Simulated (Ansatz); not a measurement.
**HS (SMILES [SH]): RPA@PBE/def2-TZVPPD**

Aim: the energy change on altering one bond length of HS at RPA@PBE/def2-TZVPPD, from 2 runs. 

The calculation is run with Ansatz 0.2.0.

27 further runs of the same task are left out: 1 that didn't finish, 26 set aside as unsound or not needed.

## (1) Starting point

HS: 2 atoms, total charge 0, spin state doublet. SMILES: `[SH]`. Geometry: relaxed at PBE0-D4/def2-TZVP.

Bond lengths: S1–H2 1.346 Å.

## (2) The energy at RPA@PBE/def2-TZVPPD

molecule.yaml

```yaml
crystal:
  periodic: [false, false, false]
  atoms:
    - symbol: S
      position_ang: [0.574560, -0.187810, 0.295460]
    - symbol: H
      position_ang: [-0.574560, 0.187810, -0.295460]
basis:
  gaussian:
    orbitals: def2-TZVPPD.json
correlation:
  method: rpa
  frozen_orbitals: {H: 0, S: 5}
magnetization:
  spin_polarized: true
  initial_magnetization: 1
accuracy: high
hamiltonian:
  xc: {name: PBE}
```

The basis set def2-TZVPPD is read from a file made from the Basis Set Exchange's data (not shown).

Run with:

```console
ansatz run molecule.yaml --threads 1 --pin off --max-ram 3480MiB --events-out events.jsonl --progress --plain --runs-dir runs
```

The program printed:

```text
Warning: RAYON_NUM_THREADS=1 ignored (pool sized by the plan → 1); use --threads N
Functional definition: PBE
  name "PBE"
  parameter kappa = 0.804
  parameter beta = 0.06672455060314922
  exchange = pbe_x(kappa = kappa, mu = beta*pi^2/3)
  correlation = pbe_c(beta = beta)
851 factors; integrals over basis functions are off by at most 3.3e-9 eV
mean field evaluation 1: about -10845.4589 eV, gradient 8.4e0 eV
mean field evaluation 2: about -10845.4580 eV, gradient 8.4e0 eV
mean field evaluation 4: about -10845.8966 eV, gradient 6.7e-1 eV
mean field evaluation 8: about -10845.8977 eV, gradient 5.5e-3 eV
mean field evaluation 16: about -10845.8977 eV, gradient 2.1e-7 eV
mean field evaluation 32: about -10845.6415 eV, gradient 6.4e0 eV
mean field -10845.89765070 eV, -398.5793870499 hartree, gradient 1.4e-8 eV, S^2 0.753993; 2 other end points of the search recorded, 0 dependent functions left out
5 core orbitals not correlated: weight in the atoms' cores, before any rotation towards them, 1.000 or more for the frozen orbitals, at most 0.000 for the correlated occupied ones
reference -10832.52169265 eV, -398.0878296580 hartree; 4, 3 occupied and 59, 60 virtual orbitals, 851 factors
Total energy: -10840.46313346 eV, -398.3796722247 hartree
```

Run time: 4.2 s. Hardware: 1 thread of Arm Neoverse V1, shared host; peak memory 0.18 GiB.

## (3) The distorted shape at the same level

job.yaml

```yaml
crystal:
  periodic: [false, false, false]
  atoms:
    - symbol: S
      position_ang: [1.493893, -0.488318, 0.768215]
    - symbol: H
      position_ang: [-0.574560, 0.187810, -0.295460]
basis:
  gaussian: {orbitals: def2-TZVPPD.json}
hamiltonian: {xc: {name: PBE}}
accuracy: high
magnetization: {spin_polarized: true, initial_magnetization: 1}
correlation: {method: rpa, frozen_orbitals: {H: 0, S: 5}}
```

The basis set def2-TZVPPD is read from a file made from the Basis Set Exchange's data (not shown).

Run with:

```console
ansatz run job.yaml --threads 1 --pin off --max-ram 3480MiB --events-out events.jsonl --progress --plain --runs-dir runs
```

The program printed (excerpt; [...] marks lines left out):

```text
Warning: RAYON_NUM_THREADS=1 ignored (pool sized by the plan → 1); use --threads N
[... 2 set-up lines as earlier in the session ...]
[...]
811 factors; integrals over basis functions are off by at most 3.6e-9 eV
[...]
mean field -10842.72487734 eV, -398.4627897793 hartree, gradient 2.2e-8 eV, S^2 1.194554; 12 other end points of the search recorded, 0 dependent functions left out
5 core orbitals not correlated: weight in the atoms' cores, before any rotation towards them, 1.000 or more for the frozen orbitals, at most 0.000 for the correlated occupied ones
reference -10829.33087725 eV, -397.9705693547 hartree; 4, 3 occupied and 59, 60 virtual orbitals, 811 factors
Total energy: -10837.20308981 eV, -398.2598678304 hartree
```

It took 10 s on 1 thread of Arm Neoverse V1, shared host; peak memory 0.18 GiB.

## (4) What came out

At RPA@PBE/def2-TZVPPD, 5 core orbitals frozen:

| quantity | value |
| --- | --- |
| first shape: total energy | -398.37967 Eh |
| first shape: RPA correlation energy (valence) | -291.8 mEh |
| first shape: ⟨S²⟩ of the reference determinant | 0.754 |
| distorted shape: total energy | -398.25987 Eh |
| distorted shape: RPA correlation energy (valence) | -289.3 mEh |
| distorted shape: ⟨S²⟩ of the reference determinant | 1.195 |
| energy change with the S1–H2 bond stretched from 1.346 to 2.422 Å | 3.260 eV |

In words: With the S1–H2 bond stretched from 1.346 to 2.422 Å the energy rises by 3.26 eV (315 kJ/mol). The first shape isn't relaxed at this level, so the change isn't measured from a minimum. ⟨S²⟩ (distorted shape) is 1.19 where a pure doublet has 0.75: the reference is spin-contaminated.
